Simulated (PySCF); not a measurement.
## How the method changes the constants of Si₂⁻

State: ²Πu (doublet), unpaired electrons π ↑. Set-up: Si def2-TZVPPD; no relativity (PySCF 2.14). De refers to Si + Si⁻ in their high-spin ground configurations, without counterpoise correction. The functionals are run spin-unrestricted.

| Level | Re (Å) | ωe (cm⁻¹) | De (eV) | CPU s a point (SCF and correlation, without the integrals) |
| --- | --- | --- | --- | --- |
| UHF | 2.144 | 625 | n/a | 1.6 |
| UHF-MP2 | 2.192 | 544 | n/a | 2.6 |
| UHF-SCS-MP2 | 2.188 | 551 | n/a | n/a |
| UHF-CCSD | 2.177 | 571 | n/a | n/a |
| UHF-CCSD(T) | 2.194 | 547 | n/a | 64 |
| PBE | 2.198 | 537 | 4.29 | 1.9 |
| revPBE | 2.205 | 533 | n/a | 1.2 |
| PW91 | 2.195 | 538 | 4.30 | 1.1 |
| r²SCAN | 2.180 | 562 | 4.10 | 2.5 |
| r²SCANh | 2.173 | 571 | 4.02 | 3.5 |
| B3LYP | 2.180 | 556 | n/a | 2.9 |
| PBE0 | 2.172 | 572 | 4.05 | 3.5 |
| M06-2X | 2.159 | 586 | n/a | 3.4 |
| ωB97X | 2.137 | 618 | n/a | 4.5 |

Task: What does a quarter of exact exchange do here, going from PBE to PBE0?

Result: PBE0 less PBE: -2.6 pm in Re, +6.5 % in ωe, -0.24 eV in De. Exact exchange removes part of the self-interaction that spreads semilocal densities, and in most molecules shortens and stiffens the bond and lowers De; so it does here.

Task: What does second-order correlation do here, going from UHF to UHF-MP2?

Result: UHF-MP2 less UHF: +4.8 pm in Re, -13.0 % in ωe. Correlation nearly always deepens the well. The bond lengthens, as in strong covalent bonds, where excitations into antibonding orbitals dominate.

Task: What does all correlation do here, going from UHF to UHF-CCSD(T)?

Result: UHF-CCSD(T) less UHF: +5.0 pm in Re, -12.5 % in ωe. Correlation nearly always deepens the well. The bond lengthens, as in strong covalent bonds, where excitations into antibonding orbitals dominate.

Correlated steps freeze 10 core orbitals. The highest Kohn–Sham level is positive in this anion. Much of that is self-interaction error, but it also means that the finite basis helps to hold the extra electron. The state was picked by a PBE0 search and need not be the measured ground state.

The whole job (state search and all levels along the bond) took about 10 min on 2 threads of Arm Neoverse V1 (shared host), peak memory 4 GiB.
